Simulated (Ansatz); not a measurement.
A calculation with Ansatz (development build ahead of 0.2.0).

```yaml
crystal:
  periodic: [false, false, false]
  atoms:
    - { symbol: H, position_ang: [0.0, 0.0, -0.94668] }
    - { symbol: O, position_ang: [0.0, 0.0, 0.0] }
    - { symbol: F, position_ang: [0.0, 1.39395, 0.18599] }
basis:
  gaussian: { orbitals: cc-pVTZ }
total_charge: 1
magnetization:
  initial_magnetization: 1
hamiltonian:
  xc: hf
correlation:
  method: ccsd_t
  frozen_orbitals: { F: 1, H: 0, O: 1 }
```

The input is written out in the form of the current development build from the run's settings. Correlation on restricted open-shell orbitals is semicanonical, with singles.

Output:

```json
{
  "Converged": "yes",
  "Reference energy": "-174.35990 hartree",
  "CCSD correlation energy": "-0.48675 hartree",
  "Triples correction": "-0.01924 hartree",
  "Total energy": "-174.86589 hartree",
  "Spin squared of the determinant": "0.750"
}
```
